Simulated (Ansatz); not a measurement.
# What a trial cell of Ga2C3 relaxes into

These are results of DFT PBE, scalar-relativistic, plane waves, PAW (Ansatz 0.2.0), not measurements. Cutoff 420 eV, Γ-centred k mesh, Gaussian smearing, no spin polarisation in the final step.

The start puts Ga2C3 on the A-type sesquioxide structure type (P-3m1, No. 164), with Ga in place of La, C in place of O, at a guessed volume.

```
Ga C
1.0
     3.47568    0.00000    0.00000
    -1.73784    3.01003    0.00000
     0.00000    0.00000    5.40760
Ga C
2 3
Direct
  0.33333 0.66667 0.24500
  0.66667 0.33333 0.75500
  0.00000 0.00000 0.00000
  0.33333 0.66667 0.64500
  0.66667 0.33333 0.35500
```

Cell and atoms relax at zero pressure; the relaxation can't lower the symmetry of the start. After a coarse first stage the cell is made exact in the group found at 0.06 Å.

Formation energies are uncorrected and refer to the elements' standard structures at the same level.

Problem. What does it relax into?

Solution. It keeps P-3m1 (No. 164). The result has the A-type sesquioxide structure. Conventional cell: a = 3.465 Å, c = 5.484 Å. Ga is coordinated by 3 C at 2.00 Å; C on Wyckoff site a (1 atom of the primitive cell) is coordinated by 6 C at 2.50 Å and 6 Ga at 2.54 Å; C on Wyckoff site d (2 atoms of the primitive cell) is coordinated by 3 Ga at 2.00 Å, 1 Ga at 2.42 Å and 3 C at 2.50 Å.

Space group P-3m1 (No. 164). a = 3.465 Å, b = 3.465 Å, c = 5.484 Å, α = 90.00°, β = 90.00°, γ = 120.00°
| atom | site | symmetry | x | y | z |
| --- | --- | --- | --- | --- | --- |
| Ga | 2d | 3m. | 0.3333 | 0.6667 | 0.2863 |
| C | 1a | -3m. | 0.0000 | 0.0000 | 0.0000 |
| C | 2d | 3m. | 0.3333 | 0.6667 | 0.7279 |

Problem. What are its volume, energy, density and gap?

Solution. The volume per atom is 11.40 Å³ and the density is 5.11 g/cm³. The energy over the elements is 1.92 eV/atom and the gap on the 12×12×8 mesh is 0 eV (a metal).

The final run used a 12×12×8 mesh on its 5-atom cell and 0.10 eV smearing. The k mesh leaves about 4 meV/atom of noise in metals. Symmetry constrained the relaxation, so the result can be a saddle point.

Cost: 3 runs of about 2.1 core-minutes in all, on Arm Neoverse V1 (shared hosts).